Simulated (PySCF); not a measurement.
Al₂H₆, optimised at PBE0/def2-TZVP:

```xyz
8

Al     1.2471     0.2743    -0.1864
H     -0.0528    -0.4904    -1.0561
Al    -1.2670    -0.2820     0.1739
H      0.0329     0.4827     1.0436
H      2.2719    -0.8295     0.2832
H      1.5561     1.6733    -0.8471
H     -2.2919     0.8217    -0.2960
H     -1.5761    -1.6808     0.8349
```

Computed with PySCF and rigid-rotor harmonic-oscillator thermochemistry at 1 bar. 6-31G* has spherical d functions here. All species are closed-shell singlets. B3LYP is the form with VWN-RPA correlation. Al₂H₆: computed as isolated molecules; such fragments, hydroxides, amides, oligomers or adducts are transient or little studied in the gas.

Q: List the harmonic frequencies (cm⁻¹, unscaled) at this level and at the other levels, each on its own geometry.

A: 
- PBE0/def2-TZVP: 201, 376, 415, 462, 482, 624, 701, 737, 743, 821, 1302, 1409, 1476, 1523, 1949, 1955, 1964, 1971
- B3LYP/6-31G*: 214, 367, 411, 466, 475, 626, 702, 746, 748, 847, 1285, 1378, 1469, 1524, 1962, 1969, 1982, 1989
- HF/6-31G*: 233, 379, 437, 488, 492, 678, 758, 808, 819, 953, 1319, 1426, 1543, 1600, 2051, 2060, 2062, 2069
- PBE/def2-SVP: 197, 365, 410, 458, 470, 605, 677, 716, 721, 797, 1275, 1369, 1426, 1485, 1897, 1902, 1914, 1922
